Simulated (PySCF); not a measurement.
**LiH from Hartree–Fock to correlated methods**

State: ¹Σ⁺ (singlet), closed shell. Set-up: Li pcseg-1, H pcseg-1; no relativity (PySCF 2.14). De refers to Li + H in their ground configurations, without counterpoise correction. A positive dipole means Li(−)H(+).

```json
{"Level": "RHF", "Re (Å)": "1.611", "ωe (cm⁻¹)": "1437", "De (eV)": "1.47", "μ (D)": "-6.01", "CPU s a point (SCF and correlation, without the integrals)": "0.01"}
{"Level": "RHF-MP2", "Re (Å)": "1.604", "ωe (cm⁻¹)": "1428", "De (eV)": "1.97", "μ (D)": "n/a", "CPU s a point (SCF and correlation, without the integrals)": "0.01"}
{"Level": "RHF-SCS-MP2", "Re (Å)": "1.603", "ωe (cm⁻¹)": "1426", "De (eV)": "2.07", "μ (D)": "n/a", "CPU s a point (SCF and correlation, without the integrals)": "n/a"}
{"Level": "RHF-CCSD", "Re (Å)": "1.611", "ωe (cm⁻¹)": "1386", "De (eV)": "2.15", "μ (D)": "n/a", "CPU s a point (SCF and correlation, without the integrals)": "n/a"}
{"Level": "RHF-CCSD(T)", "Re (Å)": "1.611", "ωe (cm⁻¹)": "1386", "De (eV)": "2.15", "μ (D)": "n/a", "CPU s a point (SCF and correlation, without the integrals)": "0.053"}
{"Level": "LDA", "Re (Å)": "1.613", "ωe (cm⁻¹)": "1372", "De (eV)": "2.61", "μ (D)": "-5.58", "CPU s a point (SCF and correlation, without the integrals)": "0.056"}
{"Level": "PBE", "Re (Å)": "1.610", "ωe (cm⁻¹)": "1380", "De (eV)": "2.30", "μ (D)": "-5.58", "CPU s a point (SCF and correlation, without the integrals)": "0.085"}
{"Level": "revPBE", "Re (Å)": "1.615", "ωe (cm⁻¹)": "1370", "De (eV)": "2.29", "μ (D)": "-5.60", "CPU s a point (SCF and correlation, without the integrals)": "0.07"}
{"Level": "r²SCAN", "Re (Å)": "1.609", "ωe (cm⁻¹)": "1401", "De (eV)": "2.39", "μ (D)": "-5.84", "CPU s a point (SCF and correlation, without the integrals)": "0.13"}
{"Level": "PBE0", "Re (Å)": "1.602", "ωe (cm⁻¹)": "1412", "De (eV)": "2.27", "μ (D)": "-5.72", "CPU s a point (SCF and correlation, without the integrals)": "0.15"}
{"Level": "HSE06", "Re (Å)": "1.603", "ωe (cm⁻¹)": "1410", "De (eV)": "2.28", "μ (D)": "-5.72", "CPU s a point (SCF and correlation, without the integrals)": "0.2"}
{"Level": "MN15", "Re (Å)": "1.601", "ωe (cm⁻¹)": "1417", "De (eV)": "n/a", "μ (D)": "-5.80", "CPU s a point (SCF and correlation, without the integrals)": "0.15"}
```

Problem. Which functional lies closest to RHF-CCSD(T) in De, which farthest, and by how much do they differ from it?

Solution. Closest is PBE0 (-0.9 pm in Re, +1.9 % in ωe, +0.12 eV in De against RHF-CCSD(T) in the same basis), farthest LDA (+0.2 pm in Re, -1.0 % in ωe, +0.46 eV in De). CCSD(T) converges more slowly with the basis than the functionals do and binds too weakly in this one, so the order can change at the basis-set limit.

Problem. What does the step from GGA to meta-GGA do here, going from PBE to r²SCAN?

Solution. r²SCAN less PBE: -0.1 pm in Re, +1.5 % in ωe, +0.09 eV in De. 

Problem. What does the gradient correction do here, going from LDA to PBE?

Solution. PBE less LDA: -0.3 pm in Re, +0.6 % in ωe, -0.31 eV in De. The gradient correction favours the more uneven density of free atoms, so it tends to lengthen bonds and takes away much of the overbinding of LDA; here Re and ωe go the other way.

Measured (Huber and Herzberg, Constants of Diatomic Molecules (1979)): Re = 1.5957 Å, ωe = 1405.65 cm⁻¹.

Correlated steps freeze no core orbitals. Correlated levels converge slowly with the basis: in double zeta they bind strong bonds too weakly, by up to about 1 eV, and carry superposition errors of some tenths. Where the molecule has an RHF reference, its open-shell atoms are computed with UHF.

The whole job (state search and all levels along the bond) took about 0.23 min on 1 thread of Arm Neoverse V2 (shared host), peak memory 0.28 GiB.
